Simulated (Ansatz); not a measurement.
The same path of BF2H (4 atoms, charge 0, multiplicity 1) was run twice with different band settings. Lost on the way: B1–H2, B1–F3. Made: H2–F3.

Theory: RKS B3LYP-D4/6-31G* (Ansatz 0.2.0).

Relaxed end points:

```xyz
4
Properties=species:S:1:pos:R:3
B 0.279 0.000 0.203
H 0.220 0.000 1.391
F 1.444 0.000 -0.416
F -0.819 0.000 -0.529
```

```xyz
4
Properties=species:S:1:pos:R:3
B -0.619 0.000 -0.132
H 1.316 0.000 0.549
F 2.226 0.000 0.812
F -1.799 0.000 -0.580
```

Common settings: spring 5.0 eV/Å²; optimiser quadratic models (default); start path through a guess of the saddle point; force threshold 0.03 eV/Å; iteration limit 60; end points relaxed.

| run | movable images | climbing image |
| --- | --- | --- |
| 1 | 5 | yes |
| 2 | 4 | no |

**Question.** What does each run give, and how far can it be trusted?

**Answer.** Run 1: converged after 12 iterations, highest image 4.754 eV above the first end. Neighbouring images differ by up to 2.8 eV, so the band resolves the path poorly. A vibrational analysis at the climbing image gives one clearly imaginary mode, 1172i cm⁻¹: a first-order saddle point.
Run 2: converged after 13 iterations, highest image 4.747 eV above the first end. Neighbouring images differ by up to 2.5 eV, so the band resolves the path poorly. No image climbed, so the highest image needn't sit at the top of the path.
The orbitals stay closed-shell, which can raise the energy where a bond breaks towards radicals; this wasn't checked here.
